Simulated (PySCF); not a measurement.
Molecule: 1,2-difluoroethane (SMILES FCCF).

Mapped SMILES: `[F:1][CH2:2][CH2:3][F:4]` (H(Xn): hydrogen on atom n).

Spin–spin couplings on one PBE0-D3(BJ)/def2-SVP geometry, PySCF, gas phase, non-relativistic, equivalent pairs averaged; isotopes ¹⁹F, ¹H; functional B3LYP.

Reference values (Hz): ²J(F1,H(C2)) = 47.9 (measured; solution, CH2Cl2; Gryff-Keller and Szczecinski, RSC Adv. 2016, 6, 82783); ²J(H(C2),H(C2)) = -11.8 (measured; solution, CH2Cl2; Gryff-Keller and Szczecinski, RSC Adv. 2016, 6, 82783); ³J(F1,F4) = -10.7 (measured; solution, CH2Cl2; Gryff-Keller and Szczecinski, RSC Adv. 2016, 6, 82783).

Problem. How do the couplings (Hz) change with the basis set? Times are CPU seconds on shared hosts with different chips, so compare them loosely. Far from the basis limit: pcJ-0, 6-31G*, def2-TZVP, cc-pVTZ.

Solution. 
```tsv
basis set	functions	²J(F1,H(C2))	²J(H(C2),H(C2))	³J(F1,F4)	mean abs. error	core-s
pcJ-0	64	38.5	-11.5	-5.2	5.1	3
6-31G*	64	50.3	-12.8	-11.1	1.2	4.2
pcJ-1	148	55.1	-12.4	-11.7	2.9	18
def2-TZVP	148	49.9	-11.0	-8.8	1.6	8.7
cc-pVTZ	176	39.5	-10.4	-6.1	4.8	15
aug-cc-pVTZ-J	264	56.8	-13.0	-8.0	4.3	19
pcJ-2	300	56.6	-12.6	-8.9	3.8	24
```

Errors compare magnitudes, without vibrational corrections, and the largest couplings weigh most in the mean. Closest: 6-31G*; furthest: pcJ-0.

The Fermi-contact term samples the wavefunction at the nucleus, which is why sets with added tight s functions (names with J) are made for couplings. Agreement of an ordinary basis with the reference is then largely a cancellation of errors.
